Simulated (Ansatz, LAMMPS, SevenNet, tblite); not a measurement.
## Wurtzite GaN, elastic constant C44

Reference value: 105 GPa (measured, temperature not stated, not corrected to a static lattice, our sources range from 98.0 to 105; as tabulated in Oses et al. (2018), arXiv:1811.08464).

| level (code) | value (GPa) | cell (Å³/atom) |
|---|---|---|
| Stillinger–Weber GaN.sw (LAMMPS) | 97.1 | 11.48 |
| GFN1-xTB (tblite) | 42.5 | 12.90 |
| SevenNet-l3i5 | 82.8 | 11.73 |
| LDA (Ansatz) | 96.6 | 11.05 |
| PBE (Ansatz) | ? | 11.76 |
| r²SCAN+rVV10 (Ansatz) | 97.3 | 11.30 |
| Hartree–Fock (Ansatz) | ? | 11.40 |

### Question
Complete the blanks.

### Answer

- PBE (Ansatz, an electronic-structure program), value (GPa): 89.3
- Hartree–Fock (Ansatz), value (GPa): 123

Differences against the reference: Stillinger–Weber GaN.sw -7.5 %, GFN1-xTB -60 %, SevenNet-l3i5 -21 %, LDA -8.0 %, PBE -15.0 %, r²SCAN+rVV10 -7.3 %, Hartree–Fock +17.1 %.

The reference's temperature isn't stated, so close values are not ranked against it. Off by more than 25 %, or 35 % on the side where a correction would as a rule narrow the miss (bounds picked here): GFN1-xTB (-60 %).

The measured value isn't corrected to a static lattice, so vibrations enter the comparison. A static lattice is as a rule stiffer than a warm one, by over a tenth in soft solids.  GFN1-xTB: the method was fitted mainly to molecules. GFN1-xTB: the run uses a supercell at the zone centre in place of a k mesh. Each level is taken at its own relaxed cell. Cutoffs and k meshes differ between the levels. Ansatz's density-functional and Hartree–Fock values are scalar-relativistic unless marked +SOC, with PAW data made under PBE.

Empirical potentials (Stillinger–Weber GaN.sw) are fitted to chosen data: where that held the value shown, agreement is built in, and what lay outside the fit can be far off. Machine-learned potentials (SevenNet-l3i5) are trained on DFT data: a solid inside that data is no test of them.

Differences are worked out from the printed values.
